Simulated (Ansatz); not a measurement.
This Ansatz (an electronic-structure program) input (PBE0/def2-QZVP) gives -109.45150 Eh with 114 basis functions. A basis named .json is the Basis Set Exchange file of that set (core-valence sets with the plain set on hydrogen).

Ansatz 0.2 input:
```yaml
crystal:
  periodic: [false, false, false]
  atoms:
    - {symbol: N, position_ang: [-0.00000000, -0.00000000, -0.54544247]}
    - {symbol: N, position_ang: [0.00000000, 0.00000000, 0.54544247]}
basis:
  gaussian:
    orbitals: def2-QZVP.json
hamiltonian:
  xc: {name: PBE0}
magnetization: {spin_polarized: false}
```

Change:
```diff
- orbitals: def2-QZVP.json
+ orbitals: pcseg-1.json
```

Problem. What does the run give now?

Solution. -109.38026 Eh (PBE0/pcseg-1, 28 functions), a change of +71.24 mEh.
